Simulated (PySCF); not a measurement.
# Spin states of CF⁺

Unrestricted PBE0; basis C pcseg-2, F pcseg-2; no relativity; PySCF 2.14. Outer shells of the fragments: C+ 2s2 2p1; F 2s2 2p5.

Followed along the bond (rough minima from three points):

```csv
2Ms+1,unpaired,⟨S²⟩ at the start,R at minimum (Å),Te (eV)
1,none,0.00,1.15,0.00
3,"σ ↑, π ↑",2.01,1.21,4.36
```

Solutions found at the starting distance of 1.425 Å, counted from the lowest of them; the search is not exhaustive and high or unbound solutions are not listed, so other states can lie among these:

```tsv
2Ms+1	unpaired	term	E (eV)	⟨S²⟩	⟨Lz²⟩	μ (D)
1	none	¹Σ⁺	0.00	0.00	0.00	-2.74
3	σ ↑, π ↑	³Π	3.60	2.01	1.00	-3.54
3	π ↑↑	mixed	6.00	2.01	2.01	-0.19
3	π ↑↑	mixed	6.29	2.01	2.01	-0.24
3	σ ↑↑	³Σ⁺	9.86	2.01	0.00	-3.66
```

A term symbol is given only where ⟨S²⟩ and ⟨Lz²⟩ are close to those of a pure state; real π, δ and φ orbitals otherwise mix terms. A positive dipole points towards F; it is taken about the centre of mass and depends on that origin.

Problem. Compare the gap between the two lowest followed solutions at the starting distance with the gap between their minima.

Solution. At PBE0 the second solution (triplet, unpaired electrons σ ↑, π ↑) lies +3.60 eV from the first (singlet, closed shell) at 1.425 Å and +4.36 eV at the minima; the two curves relax by different amounts, since their minima lie near 1.21 and 1.15 Å.

Counting both spins, an empty level lies below a filled one in some of these solutions, because spin and occupation are held.
